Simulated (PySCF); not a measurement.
Problem. Write a Z-matrix for `C=C(CF)OC` as optimised with PBE0-D3(BJ)/def2-SVP.

Solution. 
Z-matrix in Å and degrees, rows numbered from 1:
```
C 
C   1  1.3371
C   2  1.5010  1  123.70
F   3  1.3628  2  111.81  1    -1.07
O   2  1.3472  1  127.50  3   179.73
C   5  1.4010  2  117.72  1    -1.73
H   1  1.0891  2  118.53  3     0.23
H   1  1.0895  2  122.92  3  -179.97
H   3  1.1046  2  109.09  1   120.19
H   3  1.1047  2  109.18  1  -122.49
H   6  1.0973  5  106.98  2  -178.19
H   6  1.1043  5  111.42  2    62.55
H   6  1.1042  5  111.33  2   -58.84
```

The 6 heavy atoms lie in one plane (0.009 Å rms). Of the pairs four or more bonds apart, F4···H7 is among the closest relative to their van der Waals radii: 2.38 Å, 89 % of the sum of Bondi's values. The C–C distances run from 1.337 Å (C1=C2, drawn double) to 1.501 Å (C2–C3, drawn single), a spread of 0.164 Å. The C–O distances run from 1.347 Å (C2–O5, drawn single) to 1.401 Å (O5–C6, drawn single), a spread of 0.054 Å.

Computed, not measured: PySCF 2.14.0, PBE0-D3(BJ)/def2-SVP geometry optimisation, gas phase.

Point group: Cs (every atom within 0.08 Å of its image). No PBE0-D3(BJ)/def2-SVP frequencies stand behind this structure, so it isn't proved a minimum. The numbers are those of one conformer (C1–C2–C3–F4 -1°, C1–C2–O5–C6 -2°).
